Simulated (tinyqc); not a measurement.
Worked calculation (part 1 of 3): UKS/PBE0 in the sto-6g basis, for H2O+, spin multiplicity 2. Computed by tinyqc, a small Python program that keeps every step (integrals from PySCF). Settings: charge = 1, multiplicity = 2, basis = sto-6g, energy threshold = 1e-08, iteration cap = 72, orthogonalisation = canonical, start = Wolfsberg-Helmholz matrix, DIIS depth = 3, method = UKS, functional = pbe0, grid = [10, 50]. Command: `OMP_NUM_THREADS=1 python tinyqc.py 21325 21326 out.jsonl` (the two numbers bound the seeds that draw the settings). One thread of a shared host (Intel(R) Xeon(R) Processor @ 2.60GHz), about 6 s of CPU time with the checks. Later iterations appear only in the table of the cycle.

## One-electron integrals

Geometry (angstrom):
```
atom         x          y         z
O     0.000000   0.000000  0.000000
H     0.000000   0.976000  0.932000
H     0.000000  -0.951000  0.908000
```

Basis sto-6g: exponents (1/bohr^2) and contraction coefficients of normalised primitives:
```
element  l (shell)     exponent  coefficient
O            s (1)  1355.584234     0.009164
O            s (1)   248.544885     0.049361
O            s (1)    69.533902     0.168538
O            s (1)    23.886772     0.370563
O            s (1)     9.275933     0.416492
O            s (1)     3.820341     0.130334
O            s (2)    52.187762    -0.013253
O            s (2)    10.329320    -0.046992
O            s (2)     3.210345    -0.033785
O            s (2)     1.235135     0.250242
O            s (2)     0.536420     0.595117
O            s (2)     0.245881     0.240706
O            p (3)    52.187762     0.003760
O            p (3)    10.329320     0.037679
O            p (3)     3.210345     0.173897
O            p (3)     1.235135     0.418036
O            p (3)     0.536420     0.425860
O            p (3)     0.245881     0.101708
H            s (1)    35.523221     0.009164
H            s (1)     6.513144     0.049361
H            s (1)     1.822143     0.168538
H            s (1)     0.625955     0.370563
H            s (1)     0.243077     0.416492
H            s (1)     0.100112     0.130334
```

Overlap, kinetic and nuclear-attraction integrals over the contracted functions; the nuclear repulsion is the sum of Za Zb / Rab.

nuclear repulsion = 6.63123881 hartree

overlap S, order 1O 1s, 1O 2s, 1O 2px, 1O 2py, 1O 2pz, 2H 1s, 3H 1s:
```
[[1.000000, 0.231145, 0.000000, 0.000000, 0.000000, 0.022399, 0.024271],
 [0.231145, 1.000000, 0.000000, 0.000000, 0.000000, 0.261352, 0.276827],
 [0.000000, 0.000000, 1.000000, 0.000000, 0.000000, 0.000000, 0.000000],
 [0.000000, 0.000000, 0.000000, 1.000000, 0.000000, 0.178657, -0.187581],
 [0.000000, 0.000000, 0.000000, 0.000000, 1.000000, 0.170603, 0.179099],
 [0.022399, 0.261352, 0.000000, 0.178657, 0.170603, 1.000000, 0.134636],
 [0.024271, 0.276827, 0.000000, -0.187581, 0.179099, 0.134636, 1.000000]]
```

kinetic energy T (hartree), order 1O 1s, 1O 2s, 1O 2px, 1O 2py, 1O 2pz, 2H 1s, 3H 1s:
```
[[29.327197, -0.896024, 0.000000, 0.000000, 0.000000, -0.006091, -0.006287],
 [-0.896024, 0.842618, 0.000000, 0.000000, 0.000000, 0.010708, 0.016264],
 [0.000000, 0.000000, 2.531309, 0.000000, 0.000000, 0.000000, 0.000000],
 [0.000000, 0.000000, 0.000000, 2.531309, 0.000000, 0.054380, -0.062666],
 [0.000000, 0.000000, 0.000000, 0.000000, 2.531309, 0.051929, 0.059833],
 [-0.006091, 0.010708, 0.000000, 0.054380, 0.051929, 0.768522, -0.010777],
 [-0.006287, 0.016264, 0.000000, -0.062666, 0.059833, -0.010777, 0.768522]]
```

nuclear attraction V (hartree), order 1O 1s, 1O 2s, 1O 2px, 1O 2py, 1O 2pz, 2H 1s, 3H 1s:
```
[[-62.052896, -6.334945, 0.000000, 0.000320, -0.011717, -0.699360, -0.758131],
 [-6.334945, -9.793938, 0.000000, 0.003655, -0.138679, -1.845786, -1.972782],
 [0.000000, 0.000000, -9.757396, 0.000000, 0.000000, 0.000000, 0.000000],
 [0.000320, 0.003655, 0.000000, -9.814119, 0.001973, -1.099511, 1.168302],
 [-0.011717, -0.138679, 0.000000, 0.001973, -9.809112, -1.080043, -1.146240],
 [-0.699360, -1.845786, 0.000000, -1.099511, -1.080043, -4.627545, -0.672925],
 [-0.758131, -1.972782, 0.000000, 1.168302, -1.146240, -0.672925, -4.705924]]
```

core Hamiltonian H = T + V (hartree), order 1O 1s, 1O 2s, 1O 2px, 1O 2py, 1O 2pz, 2H 1s, 3H 1s:
```
[[-32.725699, -7.230969, 0.000000, 0.000320, -0.011717, -0.705451, -0.764417],
 [-7.230969, -8.951320, 0.000000, 0.003655, -0.138679, -1.835078, -1.956519],
 [0.000000, 0.000000, -7.226088, 0.000000, 0.000000, 0.000000, 0.000000],
 [0.000320, 0.003655, 0.000000, -7.282810, 0.001973, -1.045131, 1.105636],
 [-0.011717, -0.138679, 0.000000, 0.001973, -7.277804, -1.028114, -1.086407],
 [-0.705451, -1.835078, 0.000000, -1.045131, -1.028114, -3.859023, -0.683702],
 [-0.764417, -1.956519, 0.000000, 1.105636, -1.086407, -0.683702, -3.937402]]
```

## Two-electron integrals

Functions are numbered as in S; the eight-fold symmetry (ij|kl) = (ji|kl) = (kl|ij) leaves the list below.

Two-electron integrals (ij|kl) in chemists' order, unique and non-zero (hartree):
```
(11|11) 4.787491    (21|11) 0.675884    (21|21) 0.121505    (22|11) 1.117379
(22|21) 0.249212    (22|22) 0.817383    (31|31) 0.025762    (32|31) 0.039145
(32|32) 0.180664    (33|11) 1.117381    (33|21) 0.249212    (33|22) 0.817382
(33|33) 0.880663    (41|41) 0.025762    (42|41) 0.039145    (42|42) 0.180664
(43|43) 0.047461    (44|11) 1.117381    (44|21) 0.249212    (44|22) 0.817382
(44|33) 0.785741    (44|44) 0.880663    (51|51) 0.025762    (52|51) 0.039145
(52|52) 0.180664    (53|53) 0.047461    (54|54) 0.047461    (55|11) 1.117381
(55|21) 0.249212    (55|22) 0.817382    (55|33) 0.785741    (55|44) 0.785741
(55|55) 0.880663    (61|11) 0.069514    (61|21) 0.011995    (61|22) 0.024121
(61|33) 0.024072    (61|41) 0.000425    (61|42) 0.000838    (61|44) 0.024150
(61|51) 0.000406    (61|52) 0.000801    (61|54) 0.000075    (61|55) 0.024143
(61|61) 0.001207    (62|11) 0.196669    (62|21) 0.044614    (62|22) 0.165634
(62|33) 0.162752    (62|41) 0.002593    (62|42) 0.020370    (62|44) 0.167274
(62|51) 0.002476    (62|52) 0.019452    (62|54) 0.004318    (62|55) 0.166875
(62|61) 0.004443    (62|62) 0.044896    (63|31) 0.004574    (63|32) 0.026957
(63|43) 0.004056    (63|53) 0.003873    (63|63) 0.005799    (64|11) 0.112480
(64|21) 0.025841    (64|22) 0.102164    (64|33) 0.097846    (64|41) 0.005827
(64|42) 0.038317    (64|44) 0.108491    (64|51) 0.001196    (64|52) 0.010847
(64|54) 0.006292    (64|55) 0.100156    (64|61) 0.002671    (64|62) 0.033618
(64|64) 0.030605    (65|11) 0.107409    (65|21) 0.024676    (65|22) 0.097558
(65|33) 0.093435    (65|41) 0.001196    (65|42) 0.010847    (65|44) 0.095854
(65|51) 0.005716    (65|52) 0.037316    (65|54) 0.006366    (65|55) 0.103387
(65|61) 0.002550    (65|62) 0.032102    (65|64) 0.023688    (65|65) 0.028419
(66|11) 0.389077    (66|21) 0.089845    (66|22) 0.383355    (66|33) 0.370333
(66|41) 0.005640    (66|42) 0.062856    (66|44) 0.390766    (66|51) 0.005386
(66|52) 0.060023    (66|54) 0.019512    (66|55) 0.388966    (66|61) 0.008987
(66|62) 0.142815    (66|64) 0.121333    (66|65) 0.115863    (66|66) 0.774999
(71|11) 0.075348    (71|21) 0.013000    (71|22) 0.026139    (71|33) 0.026084
(71|41) -0.000461   (71|42) -0.000908   (71|44) 0.026169    (71|51) 0.000440
(71|52) 0.000867    (71|54) -0.000081   (71|55) 0.026162    (71|61) 0.001291
(71|62) 0.004674    (71|64) 0.002595    (71|65) 0.002688    (71|66) 0.009413
(71|71) 0.001417    (72|11) 0.210237    (72|21) 0.047679    (72|22) 0.176670
(72|33) 0.173601    (72|41) -0.002773   (72|42) -0.021669   (72|44) 0.178417
(72|51) 0.002648    (72|52) 0.020689    (72|54) -0.004598   (72|55) 0.177991
(72|61) 0.004609    (72|62) 0.037991    (72|64) 0.019974    (72|65) 0.026478
(72|66) 0.096546    (72|71) 0.005145    (72|72) 0.050718    (73|31) 0.004925
(73|32) 0.028907    (73|43) -0.004328   (73|53) 0.004132    (73|63) 0.004747
(73|73) 0.006605    (74|11) -0.119332   (74|21) -0.027412   (74|22) -0.108185
(74|33) -0.103580   (74|41) 0.006261    (74|42) 0.040953    (74|44) -0.114935
(74|51) -0.001275   (74|52) -0.011502   (74|54) 0.006710    (74|55) -0.106041
(74|61) -0.002539   (74|62) -0.019776   (74|64) -0.006060   (74|65) -0.013550
(74|66) -0.047350   (74|71) -0.003072   (74|72) -0.037710   (74|74) 0.034245
(75|11) 0.113936    (75|21) 0.026172    (75|22) 0.103294    (75|33) 0.098897
(75|41) -0.001275   (75|42) -0.011502   (75|44) 0.101474    (75|51) 0.006143
(75|52) 0.039888    (75|54) -0.006789   (75|55) 0.109511    (75|61) 0.002632
(75|62) 0.026345    (75|64) 0.013596    (75|65) 0.022772    (75|66) 0.072408
(75|71) 0.002933    (75|72) 0.036005    (75|74) -0.026390   (75|75) 0.031802
(76|11) 0.065293    (76|21) 0.015004    (76|22) 0.061542    (76|33) 0.059972
(76|41) 0.000006    (76|42) 0.000074    (76|44) 0.060856    (76|51) 0.001190
(76|52) 0.011675    (76|54) 0.000019    (76|55) 0.063797    (76|61) 0.001482
(76|62) 0.017576    (76|64) 0.011536    (76|65) 0.014123    (76|66) 0.063860
(76|71) 0.001606    (76|72) 0.018565    (76|74) -0.012039   (76|75) 0.014824
(76|76) 0.009350    (77|11) 0.398854    (77|21) 0.092089    (77|22) 0.392226
(77|33) 0.378587    (77|41) -0.005898   (77|42) -0.065246   (77|44) 0.399991
(77|51) 0.005632    (77|52) 0.062296    (77|54) -0.020436   (77|55) 0.398099
(77|61) 0.008904    (77|62) 0.092648    (77|64) 0.045711    (77|65) 0.069964
(77|66) 0.273348    (77|71) 0.009988    (77|72) 0.153599    (77|74) -0.129668
(77|75) 0.123805    (77|76) 0.063860    (77|77) 0.774999
```

## Orthogonalisation

S = U s U^T; canonical form X = U s^(-1/2), so that X^T S X = 1. Each column of U has its largest component positive (the first on a tie).

eigenvalues of S: [0.565604, 0.665924, 0.884186, 1.000000, 1.114164, 1.200069, 1.570053]

X, order 1O 1s, 1O 2s, 1O 2px, 1O 2py, 1O 2pz, 2H 1s, 3H 1s:
```
[[-0.417938, -0.050164, 0.680001, 0.000000, 0.609690, 0.013150, 0.220468],
 [0.895267, 0.076131, -0.294557, 0.000000, 0.339449, 0.012490, 0.463655],
 [0.000000, 0.000000, 0.000000, 1.000000, 0.000000, 0.000000, 0.000000],
 [-0.071592, 0.746675, 0.006273, 0.000000, -0.004034, 0.721970, -0.012727],
 [0.436970, 0.030100, 0.690570, 0.000000, -0.581624, 0.001319, 0.243161],
 [-0.469325, -0.727540, -0.236447, 0.000000, -0.195908, 0.404995, 0.385977],
 [-0.612789, 0.636880, -0.221325, 0.000000, -0.184133, -0.384308, 0.406290]]
```

## Starting guess

The start is the generalised Wolfsberg-Helmholz matrix (K = 1.75) built on H; D(s) = C_occ C_occ^T for each spin.

D(alpha) at the start, order 1O 1s, 1O 2s, 1O 2px, 1O 2py, 1O 2pz, 2H 1s, 3H 1s:
```
[[1.041597, -0.180552, 0.000000, -0.002182, 0.033047, -0.049749, -0.053785],
 [-0.180552, 0.801965, 0.000000, 0.008679, -0.126769, 0.152276, 0.164417],
 [0.000000, 0.000000, 1.000000, 0.000000, 0.000000, 0.000000, 0.000000],
 [-0.002182, 0.008679, 0.000000, 0.891301, 0.004139, 0.112903, -0.114922],
 [0.033047, -0.126769, 0.000000, 0.004139, 0.938545, 0.060989, 0.066113],
 [-0.049749, 0.152276, 0.000000, 0.112903, 0.060989, 0.050804, 0.025451],
 [-0.053785, 0.164417, 0.000000, -0.114922, 0.066113, 0.025451, 0.058669]]
```

D(beta) at the start, order 1O 1s, 1O 2s, 1O 2px, 1O 2py, 1O 2pz, 2H 1s, 3H 1s:
```
[[1.041597, -0.180552, 0.000000, -0.002182, 0.033047, -0.049749, -0.053785],
 [-0.180552, 0.801965, 0.000000, 0.008679, -0.126769, 0.152276, 0.164417],
 [0.000000, 0.000000, 0.000000, 0.000000, 0.000000, 0.000000, 0.000000],
 [-0.002182, 0.008679, 0.000000, 0.891301, 0.004139, 0.112903, -0.114922],
 [0.033047, -0.126769, 0.000000, 0.004139, 0.938545, 0.060989, 0.066113],
 [-0.049749, 0.152276, 0.000000, 0.112903, 0.060989, 0.050804, 0.025451],
 [-0.053785, 0.164417, 0.000000, -0.114922, 0.066113, 0.025451, 0.058669]]
```

## Iteration 1: exchange-correlation on the grid

Becke grid with 10 radial and 50 angular points per atom, points of zero weight dropped. rho = sum D_ij phi_i phi_j; V_xc,ij = sum w v_xc phi_i phi_j plus the gradient terms; v_xc is d(rho eps)/d rho(s) for spin s at fixed gradient. Exact exchange is left to K.

The 12 grid points with the largest w rho, of 1489 (bohr, atomic units):
```
x                  y          z         w  rho(alpha)  rho(beta)     eps_xc  v_xc(alpha)
0.000000    0.841948  -0.841948  0.257478    0.159759   0.159759  -0.444824    -0.551789
0.000000   -0.841948  -0.841948  0.257466    0.159303   0.159303  -0.444440    -0.551288
-0.359008   0.359008  -1.077024  0.230138    0.164783   0.153651  -0.444731    -0.555783
0.359008    0.359008  -1.077024  0.230138    0.164783   0.153651  -0.444731    -0.555783
-0.359008  -0.359008  -1.077024  0.230138    0.164673   0.153541  -0.444639    -0.555662
0.359008   -0.359008  -1.077024  0.230138    0.164673   0.153541  -0.444639    -0.555662
-0.841948   0.000000  -0.841948  0.257536    0.164975   0.103749  -0.427311    -0.547977
0.841948    0.000000  -0.841948  0.257536    0.164975   0.103749  -0.427311    -0.547977
-0.359008   1.077024  -0.359008  0.228611    0.155270   0.144138  -0.436360    -0.545790
0.359008    1.077024  -0.359008  0.228611    0.155270   0.144138  -0.436360    -0.545790
-0.359008  -1.077024  -0.359008  0.228324    0.154293   0.143161  -0.435473    -0.544761
0.359008   -1.077024  -0.359008  0.228324    0.154293   0.143161  -0.435473    -0.544761
```

electrons on the grid, sum of w rho = 8.995140

E_xc = sum of w rho eps_xc = -6.82326220 hartree

V_xc(alpha) (hartree), order 1O 1s, 1O 2s, 1O 2px, 1O 2py, 1O 2pz, 2H 1s, 3H 1s:
```
[[-2.341782, -0.283598, 0.000000, -0.000073, 0.001132, -0.030440, -0.032986],
 [-0.283598, -0.623638, 0.000000, -0.000417, 0.004907, -0.113662, -0.122085],
 [0.000000, 0.000000, -0.623410, 0.000000, 0.000000, 0.000000, 0.000000],
 [-0.000073, -0.000417, 0.000000, -0.622436, -0.000151, -0.067247, 0.072063],
 [0.001132, 0.004907, 0.000000, -0.000151, -0.623800, -0.064135, -0.068723],
 [-0.030440, -0.113662, 0.000000, -0.067247, -0.064135, -0.235615, -0.035653],
 [-0.032986, -0.122085, 0.000000, 0.072063, -0.068723, -0.035653, -0.246136]]
```

V_xc(beta) (hartree), order 1O 1s, 1O 2s, 1O 2px, 1O 2py, 1O 2pz, 2H 1s, 3H 1s:
```
[[-2.327836, -0.275468, 0.000000, -0.000075, 0.001174, -0.029730, -0.032217],
 [-0.275468, -0.575159, 0.000000, -0.000488, 0.005914, -0.107535, -0.115497],
 [0.000000, 0.000000, -0.516876, 0.000000, 0.000000, 0.000000, 0.000000],
 [-0.000075, -0.000488, 0.000000, -0.603010, -0.000157, -0.065867, 0.070581],
 [0.001174, 0.005914, 0.000000, -0.000157, -0.604454, -0.062720, -0.067218],
 [-0.029730, -0.107535, 0.000000, -0.065867, -0.062720, -0.234404, -0.034636],
 [-0.032217, -0.115497, 0.000000, 0.070581, -0.067218, -0.034636, -0.244758]]
```

## Iteration 1: building the Kohn-Sham matrix

J_ij = sum D_kl (ij|kl) with D = D(alpha) + D(beta), K_ij = sum D_kl (ik|jl) for each spin; F = H + J - 0.25 K(s) + V_xc; E = tr D H + tr D J / 2 - 0.125 sum_s tr D(s) K(s) + E_xc + E_nn.

Coulomb J (hartree), order 1O 1s, 1O 2s, 1O 2px, 1O 2py, 1O 2pz, 2H 1s, 3H 1s:
```
[[16.966974, 2.993240, 0.000000, 0.000494, -0.007895, 0.297970, 0.322908],
 [2.993240, 7.712388, 0.000000, 0.000937, -0.016892, 1.525224, 1.628233],
 [0.000000, 0.000000, 7.646803, 0.000000, 0.000000, 0.000000, 0.000000],
 [0.000494, 0.000937, 0.000000, 7.742953, -0.000504, 0.932175, -0.988381],
 [-0.007895, -0.016892, 0.000000, -0.000504, 7.747407, 0.890268, 0.943756],
 [0.297970, 1.525224, 0.000000, 0.932175, 0.890268, 3.518249, 0.561654],
 [0.322908, 1.628233, 0.000000, -0.988381, 0.943756, 0.561654, 3.607767]]
```

exchange K(alpha) (hartree), order 1O 1s, 1O 2s, 1O 2px, 1O 2py, 1O 2pz, 2H 1s, 3H 1s:
```
[[4.906342, 0.793171, 0.000000, -0.000157, 0.002726, 0.082576, 0.089405],
 [0.793171, 1.324181, 0.000000, 0.002913, -0.046182, 0.319961, 0.341693],
 [0.000000, 0.000000, 1.145678, 0.000000, 0.000000, 0.000000, 0.000000],
 [-0.000157, 0.002913, 0.000000, 1.114234, 0.000782, 0.181887, -0.191726],
 [0.002726, -0.046182, 0.000000, 0.000782, 1.131699, 0.160746, 0.171165],
 [0.082576, 0.319961, 0.000000, 0.181887, 0.160746, 0.220343, 0.096047],
 [0.089405, 0.341693, 0.000000, -0.191726, 0.171165, 0.096047, 0.246859]]
```

exchange K(beta) (hartree), order 1O 1s, 1O 2s, 1O 2px, 1O 2py, 1O 2pz, 2H 1s, 3H 1s:
```
[[4.880580, 0.754026, 0.000000, -0.000157, 0.002726, 0.078002, 0.084480],
 [0.754026, 1.143517, 0.000000, 0.002913, -0.046182, 0.293004, 0.312786],
 [0.000000, 0.000000, 0.265015, 0.000000, 0.000000, 0.000000, 0.000000],
 [-0.000157, 0.002913, 0.000000, 1.066773, 0.000782, 0.177831, -0.187398],
 [0.002726, -0.046182, 0.000000, 0.000782, 1.084238, 0.156873, 0.167033],
 [0.078002, 0.293004, 0.000000, 0.177831, 0.156873, 0.214544, 0.091300],
 [0.084480, 0.312786, 0.000000, -0.187398, 0.167033, 0.091300, 0.240254]]
```

F(alpha) (hartree), order 1O 1s, 1O 2s, 1O 2px, 1O 2py, 1O 2pz, 2H 1s, 3H 1s:
```
[[-19.327093, -4.719619, 0.000000, 0.000780, -0.019162, -0.458565, -0.496847],
 [-4.719619, -2.193615, 0.000000, 0.003447, -0.139119, -0.503507, -0.535794],
 [0.000000, 0.000000, -0.489115, 0.000000, 0.000000, 0.000000, 0.000000],
 [0.000780, 0.003447, 0.000000, -0.440852, 0.001123, -0.225675, 0.237249],
 [-0.019162, -0.139119, 0.000000, 0.001123, -0.437122, -0.242168, -0.254165],
 [-0.458565, -0.503507, 0.000000, -0.225675, -0.242168, -0.631474, -0.181713],
 [-0.496847, -0.535794, 0.000000, 0.237249, -0.254165, -0.181713, -0.637486]]
```

F(beta) (hartree), order 1O 1s, 1O 2s, 1O 2px, 1O 2py, 1O 2pz, 2H 1s, 3H 1s:
```
[[-19.306706, -4.701704, 0.000000, 0.000777, -0.019120, -0.456712, -0.494847],
 [-4.701704, -2.099970, 0.000000, 0.003376, -0.138112, -0.490640, -0.521979],
 [0.000000, 0.000000, -0.162415, 0.000000, 0.000000, 0.000000, 0.000000],
 [0.000777, 0.003376, 0.000000, -0.409560, 0.001117, -0.223281, 0.234685],
 [-0.019120, -0.138112, 0.000000, 0.001117, -0.405910, -0.239785, -0.251627],
 [-0.456712, -0.490640, 0.000000, -0.223281, -0.239785, -0.628814, -0.179509],
 [-0.494847, -0.521979, 0.000000, 0.234685, -0.251627, -0.179509, -0.634457]]
```

total energy of this density = -75.22691267 hartree
